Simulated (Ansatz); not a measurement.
bcc Mo was calculated with B3LYP (VWN-RPA form) in Ansatz (plane waves, PAW).

Settings: plane-wave cutoff 460 eV, 14×14×14 k mesh, Fermi–Dirac smearing 0.05 eV, no spin polarisation, scalar-relativistic PAW data made under PBE.

Cell (relaxed at this level):

```cif
data_Mo2
_chemical_formula_sum 'Mo2'
_space_group_name_H-M_alt 'Im-3m'
_space_group_IT_number 229
_space_group_name_Hall '-I 4 2 3'
_cell_length_a 3.17413
_cell_length_b 3.17413
_cell_length_c 3.17413
_cell_angle_alpha 90.000
_cell_angle_beta 90.000
_cell_angle_gamma 90.000
loop_
_atom_site_label
_atom_site_type_symbol
_atom_site_symmetry_multiplicity
_atom_site_Wyckoff_symbol
_atom_site_fract_x
_atom_site_fract_y
_atom_site_fract_z
_atom_site_occupancy
Mo1 Mo 2 a 0.00000 0.00000 0.00000 1
```
(The calculation used a cell of 1 atom; values per cell refer to that cell.)

Question: Estimate the bulk modulus B0 and pressure derivative B′ of the bulk modulus that the calculation returns.

Answer: 
* **bulk modulus B0**: 264 GPa
* **pressure derivative B′ of the bulk modulus**: 4.2

Measured, for comparison: bulk modulus 265 GPa (zero-point energy and finite temperature contributions removed, our sources range from 265 to 278; as tabulated in doi:10.1021/acs.jctc.3c00612). Computed (rounded) less measured: bulk modulus -0.4 % (-0.4 % to -5 % over the range).

Computed values are for the static lattice.

Ansatz is a quantum-chemistry and plane-wave program.
